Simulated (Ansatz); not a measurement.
A nudged elastic band was laid between two geometries of BFH2 + H4Si (9 atoms, charge 0, multiplicity 1).

The calculation used Ansatz 0.2.0, RKS B3LYP-D4/def2-SVP.

| Item | Value |
| --- | --- |
| movable images | 5 |
| climbing image | yes |
| spring | 5.0 eV/Å² |
| optimiser | quadratic models (default) |
| start path | through a guess of the saddle point |
| force threshold | 0.03 eV/Å |
| iteration limit | 60 |
| end points | relaxed |

Initial state:

```xyz
9
Properties=species:S:1:pos:R:3
B -0.057 0.642 -0.115
H -0.051 1.318 0.884
H 0.936 0.268 -0.689
F -1.228 0.330 -0.644
Si 0.152 -2.678 1.162
H -0.627 -2.877 -0.091
H 1.544 -3.176 0.982
H -0.504 -3.396 2.291
H 0.199 -1.220 1.484
```

Final state:

```xyz
9
Properties=species:S:1:pos:R:3
B -0.283 -0.652 -0.342
H 0.947 0.642 1.934
H 0.576 -0.054 -0.956
F -1.477 -0.081 -0.292
Si 0.026 -2.469 0.534
H -0.132 -3.537 -0.504
H 1.418 -2.564 1.070
H -0.941 -2.743 1.638
H 0.229 0.668 2.181
```

Question: Which bonds break or form, and what moves?

Answer: Bonds broken: B1–H2, Si5–H9. Bonds formed: B1–Si5, H2–H9. BFH2 + H4Si becomes BFH4Si + H2.

Question: What energy profile does the band end with?

Answer: The forces met the threshold. The highest image is number 3 of 0 to 6, 1.08 eV above the first end and 0.53 eV above the last; the last end lies 0.54 eV above the first. A vibrational analysis at the climbing image gives one clearly imaginary mode, 923i cm⁻¹: a first-order saddle point. The orbitals stay closed-shell, which can raise the energy where a bond breaks towards radicals; this wasn't checked here.

```json
{"image": "0", "path coordinate (Å)": "0.00", "energy (eV)": "0.00", "B1–H2 (Å)": "1.21", "Si5–H9 (Å)": "1.49", "B1–Si5 (Å)": "3.56"}
{"image": "1", "path coordinate (Å)": "0.84", "energy (eV)": "0.02", "B1–H2 (Å)": "1.21", "Si5–H9 (Å)": "1.50", "B1–Si5 (Å)": "3.19"}
{"image": "2", "path coordinate (Å)": "1.68", "energy (eV)": "0.22", "B1–H2 (Å)": "1.21", "Si5–H9 (Å)": "1.54", "B1–Si5 (Å)": "2.60"}
{"image": "3", "path coordinate (Å)": "2.52", "energy (eV)": "1.08", "B1–H2 (Å)": "1.32", "Si5–H9 (Å)": "2.05", "B1–Si5 (Å)": "2.12"}
{"image": "4", "path coordinate (Å)": "3.23", "energy (eV)": "0.75", "B1–H2 (Å)": "1.87", "Si5–H9 (Å)": "2.60", "B1–Si5 (Å)": "2.04"}
{"image": "5", "path coordinate (Å)": "3.95", "energy (eV)": "0.57", "B1–H2 (Å)": "2.43", "Si5–H9 (Å)": "3.10", "B1–Si5 (Å)": "2.04"}
{"image": "6", "path coordinate (Å)": "4.67", "energy (eV)": "0.54", "B1–H2 (Å)": "2.89", "Si5–H9 (Å)": "3.55", "B1–Si5 (Å)": "2.04"}
```

Question: What is the geometry of the highest image?

Answer: 
```xyz
9
Properties=species:S:1:pos:R:3:forces:R:3
B -0.103 -0.255 0.211 -0.01 -0.01 0.02
H 0.420 0.593 1.073 0.01 0.01 -0.01
H 0.822 -0.210 -0.567 0.00 0.00 0.00
F -1.379 0.100 -0.143 0.00 0.00 0.00
Si 0.084 -2.290 0.759 0.00 0.01 0.00
H -0.391 -2.995 -0.466 0.00 0.00 0.00
H 1.513 -2.625 1.025 0.00 0.00 0.00
H -0.745 -2.741 1.915 0.00 0.00 0.00
H 0.141 -0.366 1.457 0.00 -0.01 0.00
```

Question: What are the harmonic wavenumbers there?

Answer: 923i, 147, 192, 400, 522, 609, 660, 889, 891, 938, 957, 985, 1102, 1183, 1232, 2123, 2218, 2225, 2235, 2336, 2592 cm⁻¹.

The band took 24 iterations and roughly 4 core-minutes.

The run took 3.8 min on 1 thread of Arm Neoverse V2, with other jobs on the host, peak memory 0.16 GiB.
